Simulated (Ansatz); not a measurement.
System: diamond. Method: HSE06-D3(BJ) (Ansatz, a program for electronic structure, plane waves, PAW).

Settings: plane-wave cutoff 460 eV, 12×12×12 k mesh, Fermi–Dirac smearing 0.01 eV, scalar-relativistic PAW data made under PBE.

Pressure at four volumes; x = ln(V/5.500 Å³). One pressure is withheld.

| V (Å³/atom) | x | P (GPa) |
|---|---|---|
| 5.225 | -0.0513 | ? |
| 5.363 | -0.0252 | 13.68 |
| 5.500 | 0.0000 | 0.93 |
| 5.775 | 0.0488 | -20.58 |

### Question
Pass a parabola P(x) through the three rows shown, estimate the bulk modulus and its pressure derivative near zero pressure, and predict the withheld pressure.

### Answer
Slopes between the rows: (0.93 − (13.68))/(0.0000 − (-0.0252)) = -505.95 and (-20.58 − (0.93))/(0.0488 − (0.0000)) = -440.78 GPa. Their difference over the span 0.0740 is c = 65.17/0.0740 = 880.7 GPa, so P(x) = 13.68 + (-505.95)(x − (-0.0252)) + 880.7 (x − (-0.0252))(x − (0.0000)). At the middle row B = −dP/dx = −[-505.95 + 880.7 × 0.0252] = 483.8 GPa, and B′ = dB/dP = 2c/B = 3.6. At x = -0.0513 the parabola gives 28.06 GPa; the run gives 27.99 GPa. The Birch–Murnaghan fit to the energies at all volumes has B0 = 478 GPa and B′ = 3.5.

Measured, for comparison: bulk modulus 455 GPa (0 K value with the zero-point phonon effect removed; as tabulated in Mejia-Rodriguez and Trickey (2018), arXiv:1807.09216). Computed (rounded) less measured: bulk modulus +5 %.
